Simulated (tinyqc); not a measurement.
Worked calculation: RHF in the sto-3g basis, for H2O, spin multiplicity 1. One step of it, computed by the program tinyqc.

Problem. Iteration 2: building the Fock matrix. J_ij = sum D_kl (ij|kl), K_ij = sum D_kl (ik|jl); F = H + J - 0.5 K; E = tr D H + tr D J / 2 - 0.25 tr D K + E_nn.

D after iteration 1:
```
,1O 1s,1O 2s,1O 2px,1O 2py,1O 2pz,2H 1s,3H 1s
1O 1s,2.121892,-0.531101,0.000000,0.006120,0.083348,0.046811,0.052762
1O 2s,-0.531101,2.367043,0.000000,-0.034319,-0.461332,-0.393199,-0.406135
1O 2px,0.000000,0.000000,2.000000,0.000000,0.000000,0.000000,0.000000
1O 2py,0.006120,-0.034319,0.000000,0.414787,0.032355,0.514339,-0.480937
1O 2pz,0.083348,-0.461332,0.000000,0.032355,0.524813,0.571080,0.573815
2H 1s,0.046811,-0.393199,0.000000,0.514339,0.571080,1.184536,0.030617
3H 1s,0.052762,-0.406135,0.000000,-0.480937,0.573815,0.030617,1.277528
```

core Hamiltonian H = T + V (hartree):
```
,1O 1s,1O 2s,1O 2px,1O 2py,1O 2pz,2H 1s,3H 1s
1O 1s,-32.504031,-7.561467,0.000000,-0.000723,-0.010411,-1.057755,-0.940202
1O 2s,-7.561467,-9.130101,0.000000,-0.008340,-0.128921,-2.564053,-2.343174
1O 2px,0.000000,0.000000,-7.287472,0.000000,0.000000,0.000000,0.000000
1O 2py,-0.000723,-0.008340,0.000000,-7.394818,-0.003603,-1.646604,1.526447
1O 2pz,-0.010411,-0.128921,0.000000,-0.003603,-7.326994,-1.026887,-0.952942
2H 1s,-1.057755,-2.564053,0.000000,-1.646604,-1.026887,-4.298438,-0.654612
3H 1s,-0.940202,-2.343174,0.000000,1.526447,-0.952942,-0.654612,-4.160951
```

Two-electron integrals (ij|kl) in chemists' order, unique and non-zero (hartree):
```
i,j,k,l,(ij|kl)
1,1,1,1,4.785065
2,1,1,1,0.741380
2,1,2,1,0.136873
2,2,1,1,1.118947
2,2,2,1,0.256633
2,2,2,2,0.817206
3,1,3,1,0.024477
3,2,3,1,0.037809
3,2,3,2,0.180518
3,3,1,1,1.115814
3,3,2,1,0.256684
3,3,2,2,0.817023
3,3,3,3,0.880159
4,1,4,1,0.024477
4,2,4,1,0.037809
4,2,4,2,0.180518
4,3,4,3,0.047444
4,4,1,1,1.115814
4,4,2,1,0.256684
4,4,2,2,0.817023
4,4,3,3,0.785270
4,4,4,4,0.880159
5,1,5,1,0.024477
5,2,5,1,0.037809
5,2,5,2,0.180518
5,3,5,3,0.047444
5,4,5,4,0.047444
5,5,1,1,1.115814
5,5,2,1,0.256684
5,5,2,2,0.817023
5,5,3,3,0.785270
5,5,4,4,0.785270
5,5,5,5,0.880159
6,1,1,1,0.103983
6,1,2,1,0.019054
6,1,2,2,0.035563
6,1,3,3,0.035493
6,1,4,1,0.000739
6,1,4,2,0.001396
6,1,4,4,0.035649
6,1,5,1,0.000449
6,1,5,2,0.000847
6,1,5,4,0.000095
6,1,5,5,0.035551
6,1,6,1,0.002686
6,2,1,1,0.277443
6,2,2,1,0.064538
6,2,2,2,0.230578
6,2,3,3,0.226487
6,2,4,1,0.004141
6,2,4,2,0.032929
6,2,4,4,0.235290
6,2,5,1,0.002513
6,2,5,2,0.019982
6,2,5,4,0.005342
6,2,5,5,0.229729
6,2,6,1,0.009178
6,2,6,2,0.083620
6,3,3,1,0.006448
6,3,3,2,0.038633
6,3,4,3,0.006667
6,3,5,3,0.004046
6,3,6,3,0.011341
6,4,1,1,0.179744
6,4,2,1,0.042320
6,4,2,2,0.161438
6,4,3,3,0.154284
6,4,4,1,0.008809
6,4,4,2,0.060210
6,4,4,4,0.173422
6,4,5,1,0.001433
6,4,5,2,0.013094
6,4,5,4,0.007568
6,4,5,5,0.156421
6,4,6,1,0.006257
6,4,6,2,0.071189
6,4,6,4,0.071264
6,5,1,1,0.109072
6,5,2,1,0.025681
6,5,2,2,0.097964
6,5,3,3,0.093623
6,5,4,1,0.001433
6,5,4,2,0.013094
6,5,4,4,0.097144
6,5,5,1,0.007317
6,5,5,2,0.046578
6,5,5,4,0.008804
6,5,5,5,0.103011
6,5,6,1,0.003797
6,5,6,2,0.043199
6,5,6,4,0.036363
6,5,6,5,0.033406
6,6,1,1,0.446250
6,6,2,1,0.105461
6,6,2,2,0.434064
6,6,3,3,0.417443
6,6,4,1,0.008043
6,6,4,2,0.090193
6,6,4,4,0.453501
6,6,5,1,0.004880
6,6,5,2,0.054731
6,6,5,4,0.021881
6,6,5,5,0.430720
6,6,6,1,0.015091
6,6,6,2,0.206832
6,6,6,4,0.201000
6,6,6,5,0.121971
6,6,6,6,0.774606
7,1,1,1,0.092366
7,1,2,1,0.016928
7,1,2,2,0.031604
7,1,3,3,0.031544
7,1,4,1,-0.000649
7,1,4,2,-0.001229
7,1,4,4,0.031680
7,1,5,1,0.000394
7,1,5,2,0.000745
7,1,5,4,-0.000083
7,1,5,5,0.031594
7,1,6,1,0.002344
7,1,6,2,0.007860
7,1,6,4,0.004950
7,1,6,5,0.003255
7,1,6,6,0.012815
7,1,7,1,0.002119
7,2,1,1,0.252593
7,2,2,1,0.058783
7,2,2,2,0.210768
7,2,3,3,0.207003
7,2,4,1,-0.003760
7,2,4,2,-0.030251
7,2,4,4,0.215105
7,2,5,1,0.002281
7,2,5,2,0.018354
7,2,5,4,-0.004916
7,2,5,5,0.209986
7,2,6,1,0.008054
7,2,6,2,0.058542
7,2,6,4,0.035034
7,2,6,5,0.029329
7,2,6,6,0.114355
7,2,7,1,0.007427
7,2,7,2,0.070638
7,3,3,1,0.005800
7,3,3,2,0.035022
7,3,4,3,-0.006079
7,3,5,3,0.003688
7,3,6,3,0.007512
7,3,7,3,0.009454
7,4,1,1,-0.165764
7,4,2,1,-0.039039
7,4,2,2,-0.149482
7,4,3,3,-0.142912
7,4,4,1,0.007964
7,4,4,2,0.055025
7,4,4,4,-0.160464
7,4,5,1,-0.001313
7,4,5,2,-0.012137
7,4,5,4,0.006961
7,4,5,5,-0.144898
7,4,6,1,-0.005141
7,4,6,2,-0.035676
7,4,6,4,-0.014396
7,4,6,5,-0.017553
7,4,6,6,-0.065226
7,4,7,1,-0.005121
7,4,7,2,-0.060953
7,4,7,4,0.061475
7,5,1,1,0.100574
7,5,2,1,0.023686
7,5,2,2,0.090696
7,5,3,3,0.086709
7,5,4,1,-0.001313
7,5,4,2,-0.012137
7,5,4,4,0.089982
7,5,5,1,0.006597
7,5,5,2,0.042385
7,5,5,4,-0.008064
7,5,5,5,0.095290
7,5,6,1,0.003376
7,5,6,2,0.029604
7,5,6,4,0.017427
7,5,6,5,0.022123
7,5,6,6,0.062652
7,5,7,1,0.003107
7,5,7,2,0.036982
7,5,7,4,-0.031562
7,5,7,5,0.028604
7,6,1,1,0.065109
7,6,2,1,0.015277
7,6,2,2,0.059067
7,6,3,3,0.057835
7,6,4,1,-0.000011
7,6,4,2,-0.000151
7,6,4,4,0.059229
7,6,5,1,0.000951
7,6,5,2,0.009003
7,6,5,4,-0.000031
7,6,5,5,0.060071
7,6,6,1,0.002141
7,6,6,2,0.020595
7,6,6,4,0.015318
7,6,6,5,0.012021
7,6,6,6,0.052022
7,6,7,1,0.001904
7,6,7,2,0.019099
7,6,7,4,-0.014528
7,6,7,5,0.011277
7,6,7,6,0.006444
7,7,1,1,0.429122
7,7,2,1,0.101443
7,7,2,2,0.419261
7,7,3,3,0.403618
7,7,4,1,-0.007514
7,7,4,2,-0.085622
7,7,4,4,0.437563
7,7,5,1,0.004559
7,7,5,2,0.051950
7,7,5,4,-0.020595
7,7,5,5,0.416114
7,7,6,1,0.013874
7,7,6,2,0.121061
7,7,6,4,0.068037
7,7,6,5,0.065551
7,7,6,6,0.258998
7,7,7,1,0.012887
7,7,7,2,0.186934
7,7,7,4,-0.184250
7,7,7,5,0.111790
7,7,7,6,0.052022
7,7,7,7,0.774606
```

nuclear repulsion = 7.36997072 hartree

Give: Coulomb J; exchange K; Fock matrix F; total energy of this density.

Solution.

Coulomb J (hartree):
```
,1O 1s,1O 2s,1O 2px,1O 2py,1O 2pz,2H 1s,3H 1s
1O 1s,16.556,3.088,0.000,-0.001,-0.004,0.430,0.382
1O 2s,3.088,7.671,0.000,-0.006,0.068,2.197,2.015
1O 2px,0.000,0.000,7.704,0.000,0.000,0.000,0.000
1O 2py,-0.001,-0.006,0.000,7.670,0.004,1.557,-1.452
1O 2pz,-0.004,0.068,0.000,0.004,7.615,0.965,0.897
2H 1s,0.430,2.197,0.000,1.557,0.965,4.537,0.579
3H 1s,0.382,2.015,0.000,-1.452,0.897,0.579,4.465
```

exchange K (hartree):
```
,1O 1s,1O 2s,1O 2px,1O 2py,1O 2pz,2H 1s,3H 1s
1O 1s,9.761,1.607,0.000,0.000,0.006,0.235,0.209
1O 2s,1.607,2.442,0.000,-0.007,-0.103,0.775,0.713
1O 2px,0.000,0.000,2.234,0.000,0.000,0.000,0.000
1O 2py,0.000,-0.007,0.000,1.345,0.043,0.593,-0.559
1O 2pz,0.006,-0.103,0.000,0.043,1.267,0.434,0.412
2H 1s,0.235,0.775,0.000,0.593,0.434,1.318,0.192
3H 1s,0.209,0.713,0.000,-0.559,0.412,0.192,1.330
```

Fock matrix F (hartree):
```
,1O 1s,1O 2s,1O 2px,1O 2py,1O 2pz,2H 1s,3H 1s
1O 1s,-20.829,-5.277,0.000,-0.002,-0.018,-0.745,-0.663
1O 2s,-5.277,-2.680,0.000,-0.011,-0.009,-0.754,-0.685
1O 2px,0.000,0.000,-0.701,0.000,0.000,0.000,0.000
1O 2py,-0.002,-0.011,0.000,-0.397,-0.021,-0.386,0.354
1O 2pz,-0.018,-0.009,0.000,-0.021,-0.345,-0.279,-0.262
2H 1s,-0.745,-0.754,0.000,-0.386,-0.279,-0.421,-0.172
3H 1s,-0.663,-0.685,0.000,0.354,-0.262,-0.172,-0.361
```

total energy of this density = -74.66409 hartree
